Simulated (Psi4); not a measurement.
# A workflow on [BF2]+ (SMILES F[B+]F)

We compute a geometry optimisation (singlet [BF2]+, HF/6-31+G*), then the energy (doublet [BF2]2+, UHF/6-31+G*), then a geometry optimisation (doublet [BF2]2+, UHF/6-31+G*), then the energy (singlet [BF2]+, HF/6-31+G*) of BF2. 

Program for the calculation: Psi4 1.11.

## (1) The system as given

[BF2]+ has 3 atoms, charge +1, and is taken as a singlet. SMILES: `F[B+]F`. Geometry: relaxed at GFN2-xTB. The run starts from this shape.

Bond lengths: F1–B2 1.219 Å, B2–F3 1.219 Å. Angles: F1–B2–F3 179.9°.

## (2) A geometry optimisation at HF/6-31+G(d) (density fitting, Cartesian functions) (run 1)

The input, bf2.xyz:

```xyz
3
BF2
F      0.327370     1.133870     0.305680
B      0.000740    -0.000320     0.000370
F     -0.328120    -1.133550    -0.306050
```

The input, run.py:

```python
import psi4

psi4.set_memory('1600 MB')
psi4.set_num_threads(1)
psi4.set_output_file('run.log', False)

with open('bf2.xyz') as f:
    atoms = ''.join(f.readlines()[2:])
mol = psi4.geometry('1 1\n' + atoms + '')

e_tot = psi4.optimize('hf/6-31+G*', molecule=mol)
print(f'total energy {e_tot:.8f} hartree = {e_tot * 27.211386:.5f} eV')
mol.save_xyz_file('final.xyz', False)
```

Launch:

```bash
$ python run.py
```

run.log:

```text
[...]
  Running in cs symmetry.
[...]
  Nuclear repulsion =   56.645161755190429
[...]
  Multiplicity = 1
[...]
  Nalpha       = 11
  Nbeta        = 11
[...]
    Number of basis functions: 57
[...]
    Final optimized geometry and variables:
    Molecular point group: cs
    Full point group: Cs
    Geometry (in Angstrom), charge = 1, multiplicity = 1:
    F            0.433953474162     1.139279183865     0.000000000000
    B            0.000964997248    -0.000373959841     0.000000000000
    F           -0.434512676390    -1.139062479438     0.000000000000
```

The script printed:

```text
Optimizer: Optimization complete!
total energy -223.31509115 hartree = -6076.71314 eV
```

It took 1.3 s on 1 thread of AMD EPYC 9R45 (Zen 5), shared host; peak memory 0.22 GiB.

## (3) Doublet [BF2]2+: the energy at UHF/6-31+G(d) (density fitting, Cartesian functions) (run 2)

The input, bf2.py:

```python
import psi4

psi4.set_memory('1600 MB')
psi4.set_num_threads(1)
psi4.core.set_output_file('psi4.out', False)

molecule = psi4.geometry("""
2 2
F      0.327370     1.133870     0.305680
B      0.000740    -0.000320     0.000370
F     -0.328120    -1.133550    -0.306050
symmetry c1
""")

psi4.set_options({
    'reference': 'uhf',
})

E, wfn = psi4.energy("scf/6-31+G*", return_wfn=True)
print(f'scf/6-31+G* energy: {E:.10f} Eh')
```

Launch:

```bash
$ python bf2.py
```

psi4.out:

```text
[...]
  Running in c1 symmetry.
[...]
  Nuclear repulsion =   56.645161755190429
[...]
  Multiplicity = 2
[...]
  Nalpha       = 11
  Nbeta        = 10
[...]
    Number of basis functions: 57
[...]
   @DF-UHF iter   1:  -222.24763941640032    7.04720e-01   6.92580e-03 ADIIS/DIIS
[...]
   @DF-UHF iter  12:  -222.35454731568979    2.63854e-08   7.97864e-07 DIIS
[...]
   @S^2 Observed:                8.883085154E-01
[...]
    Orbital Energies [Eh]
    ---------------------
    Alpha Occupied:
       1A    -27.232776     2A    -27.232753     3A     -8.549042
       4A     -2.529236     5A     -2.521159     6A     -1.620334
       7A     -1.617622     8A     -1.612088     9A     -1.580510
      10A     -1.545278    11A     -1.505621
    Alpha Virtual:
      12A     -0.480686    13A     -0.470819    14A     -0.466681
      15A     -0.254530    16A     -0.245457    17A     -0.244959
      18A     -0.238488    19A     -0.121579    20A     -0.113273
      21A     -0.111339    22A     -0.070292    23A     -0.043770
      24A     -0.039225    25A     -0.018541    26A      0.007636
[...]
  @DF-UHF Final Energy:  -222.35454731568979
   => Energetics <=
    Nuclear Repulsion Energy =             56.6451617551904292
    One-Electron Energy =                -405.3360264597239961
    Two-Electron Energy =                 126.3363173888437814
    Total Energy =                       -222.3545473156897856
  UHF NO Occupations:
  HONO-2 :    9  A 1.9987973
  HONO-1 :   10  A 1.9317756
[...]
 Multipole Moments:
 ------------------------------------------------------------------------------------
     Multipole            Electronic (a.u.)      Nuclear  (a.u.)        Total (a.u.)
 ------------------------------------------------------------------------------------
 L = 1.  Multiply by 2.5417464519 to convert [e a0] to [Debye]
 Dipole X            :          0.0032658           -0.0003927            0.0028731
 Dipole Y            :         -0.0013233            0.0001522           -0.0011711
 Dipole Z            :         -0.0000000           -0.0000000           -0.0000000
 Magnitude           :                                                    0.0031026
[...]
```

The script printed:

```text
scf/6-31+G* energy: -222.3545473157 Eh
```

It took 0.96 s on 1 thread of AMD EPYC 9R45 (Zen 5), shared host; peak memory 0.19 GiB.

## (4) Doublet [BF2]2+: a structure relaxation at UHF/6-31+G(d) (density fitting, Cartesian functions) (run 3)

The input, input.in:

```
memory 1600 MB

molecule mol {
  2 2
  F      0.327370     1.133870     0.305680
  B      0.000740    -0.000320     0.000370
  F     -0.328120    -1.133550    -0.306050
  symmetry c1
}

set reference uhf

optimize("hf/6-31+G*")
```

Launch:

```bash
$ psi4 input.in input.out -n 1
```

input.out:

```text
[...]
  Running in c1 symmetry.
[...]
  Nuclear repulsion =   56.645161755190429
[...]
  Multiplicity = 2
[...]
  Nalpha       = 11
  Nbeta        = 10
[...]
    Number of basis functions: 57
[...]
   @DF-UHF iter   1:  -222.24763941640032    7.04720e-01   6.92580e-03 ADIIS/DIIS
[...]
   @DF-UHF iter  12:  -222.36237765992854   -1.36424e-12   3.74590e-09 DIIS
[...]
   @S^2 Observed:                9.159709272E-01
[...]
    Orbital Energies [Eh]
    ---------------------
    Alpha Occupied:
       1A    -27.220491     2A    -27.220408     3A     -8.560098
       4A     -2.495407     5A     -2.490642     6A     -1.594407
       7A     -1.590924     8A     -1.588165     9A     -1.564046
      10A     -1.518942    11A     -1.487752
    Alpha Virtual:
      12A     -0.499456    13A     -0.485371    14A     -0.484393
      15A     -0.253716    16A     -0.247315    17A     -0.243618
      18A     -0.243419    19A     -0.120263    20A     -0.111790
      21A     -0.110263    22A     -0.069356    23A     -0.037968
      24A     -0.033221    25A     -0.019096    26A      0.002600
[...]
  @DF-UHF Final Energy:  -222.36237765992854
   => Energetics <=
    Nuclear Repulsion Energy =             54.1328243256149264
    One-Electron Energy =                -400.7705167502501808
    Two-Electron Energy =                 124.2753147647066925
    Total Energy =                       -222.3623776599285407
  UHF NO Occupations:
  HONO-2 :    9  A 1.9983463
  HONO-1 :   10  A 1.9176320
[...]
 Multipole Moments:
 ------------------------------------------------------------------------------------
     Multipole            Electronic (a.u.)      Nuclear  (a.u.)        Total (a.u.)
 ------------------------------------------------------------------------------------
 L = 1.  Multiply by 2.5417464519 to convert [e a0] to [Debye]
 Dipole X            :          0.0016278           -0.0002156            0.0014121
 Dipole Y            :         -0.0010292            0.0000870           -0.0009422
 Dipole Z            :          0.0000000           -0.0000000            0.0000000
 Magnitude           :                                                    0.0016976
[...]
  -Total Gradient:
     Atom            X                  Y                   Z
    ------   -----------------  -----------------  -----------------
       1       -0.000023706548    -0.000012341078     0.000000000000
       2       -0.000002648133    -0.000106487270    -0.000000000000
       3        0.000026354681     0.000118828346     0.000000000000
[...]
    Final optimized geometry and variables:
    Molecular point group: c1
    Full point group: Cs
    Geometry (in Angstrom), charge = 2, multiplicity = 2:
    F            0.454232732943     1.192102760672    -0.000000000001
    B            0.000529779529    -0.000213842543     0.000000000002
    F           -0.454539732671    -1.191978841949    -0.000000000001
    Psi4 run time: 0:00:01.75
[...]
```

On the terminal:

```text
Optimizer: Optimization complete!
```

It took 2.3 s on 1 thread of AMD EPYC 9R45 (Zen 5), shared host; peak memory 0.22 GiB.

Steps, from the record of the run:

```tsv
step	energy from the first frame kept (eV)	largest force (eV/Å)
0	0.0000	3.9915
1	-0.2006	0.8844
2	-0.2128	0.1400
3	-0.2131	0.0250
4	-0.2131	0.0063
```

After the run. Bond lengths: F1–B2 1.276 Å, B2–F3 1.276 Å. Angles: F1–B2–F3 179.9°.

## (5) A single-point energy at HF/6-31+G(d) (density fitting, Cartesian functions) (run 4)

The input, bf2.in:

```
memory 1.6 GB

molecule {
  1 1
  F      0.64759780     2.24204666     0.60458386
  B      0.00066329    -0.00030425     0.00033070
  F     -0.64858802    -2.24161770    -0.60506952
  units bohr
  symmetry c1
}

set reference rhf

energy("scf/6-31+G*")
```

Launch:

```bash
$ psi4 -i bf2.in -o bf2.out -n 1
```

bf2.out:

```text
[...]
  Running in c1 symmetry.
[...]
  Nuclear repulsion =   54.132824579384547
[...]
  Multiplicity = 1
[...]
  Nalpha       = 11
  Nbeta        = 11
[...]
    Number of basis functions: 57
[...]
   @DF-RHF iter   1:  -223.23282728987246   -4.22224e-01   7.37870e-03 ADIIS/DIIS
[...]
   @DF-RHF iter   7:  -223.30657772385047   -5.24240e-08   3.56304e-07 DIIS
[...]
    Orbital Energies [Eh]
    ---------------------
    Doubly Occupied:
       1A    -26.723901     2A    -26.723881     3A     -8.192194
       4A     -2.016871     5A     -2.014795     6A     -1.162631
       7A     -1.145807     8A     -1.078907     9A     -1.078907
      10A     -1.030421    11A     -1.030421
[...]
  @DF-RHF Final Energy:  -223.30657772385047
   => Energetics <=
    Nuclear Repulsion Energy =             54.1328245793845468
    One-Electron Energy =                -410.4813194553486255
    Two-Electron Energy =                 133.0419171521136263
    Total Energy =                       -223.3065777238504666
[...]
 Multipole Moments:
 ------------------------------------------------------------------------------------
     Multipole            Electronic (a.u.)      Nuclear  (a.u.)        Total (a.u.)
 ------------------------------------------------------------------------------------
 L = 1.  Multiply by 2.5417464519 to convert [e a0] to [Debye]
 Dipole X            :          0.0019574           -0.0002157            0.0017417
 Dipole Y            :         -0.0008140            0.0000870           -0.0007269
 Dipole Z            :         -0.0000000           -0.0000000           -0.0000000
 Magnitude           :                                                    0.0018873
[...]
```

It took 0.88 s on 1 thread of AMD EPYC 9R45 (Zen 5), shared host; peak memory 0.19 GiB.

## (6) Outcome

| quantity | value |
| --- | --- |
| run 1, HF/6-31+G*: total energy at the end | -223.31509 Eh |
| run 1, HF/6-31+G*: HOMO energy | -28.40 eV |
| run 1, HF/6-31+G*: LUMO energy | -5.14 eV |
| run 1, HF/6-31+G*: HOMO–LUMO gap | 23.26 eV |
| doublet [BF2]2+, run 2: total energy | -222.35455 Eh |
| doublet [BF2]2+, run 2: HOMO energy (highest over α and β) | -33.83 eV |
| doublet [BF2]2+, run 2: LUMO energy (lowest over α and β) | -23.93 eV |
| doublet [BF2]2+, run 2: ⟨S²⟩ | 0.888 |
| doublet [BF2]2+, run 3: total energy at the end | -222.36238 Eh |
| doublet [BF2]2+, run 3: HOMO energy (highest over α and β) | -32.83 eV |
| doublet [BF2]2+, run 3: LUMO energy (lowest over α and β) | -23.35 eV |
| doublet [BF2]2+, run 3: ⟨S²⟩ | 0.916 |
| run 4, HF/6-31+G*: total energy | -223.30658 Eh |
| run 4, HF/6-31+G*: HOMO energy | -28.04 eV |
| run 4, HF/6-31+G*: LUMO energy | -5.48 eV |
| run 4, HF/6-31+G*: HOMO–LUMO gap | 22.56 eV |
| adiabatic ionisation energy (to the doublet dication, no zero-point term) | 25.925 eV |

In words: The adiabatic ionisation energy (to the doublet dication, no zero-point term) is 25.92 eV (2501 kJ/mol). ⟨S²⟩ (doublet [BF2]2+, run 2) is 0.89 where a pure doublet has 0.75: the reference is spin-contaminated. ⟨S²⟩ (doublet [BF2]2+, run 3) is 0.92 where a pure doublet has 0.75: the reference is spin-contaminated. The optimisation (doublet [BF2]2+, run 3) took 5 steps and changed the energy by -0.213 eV.
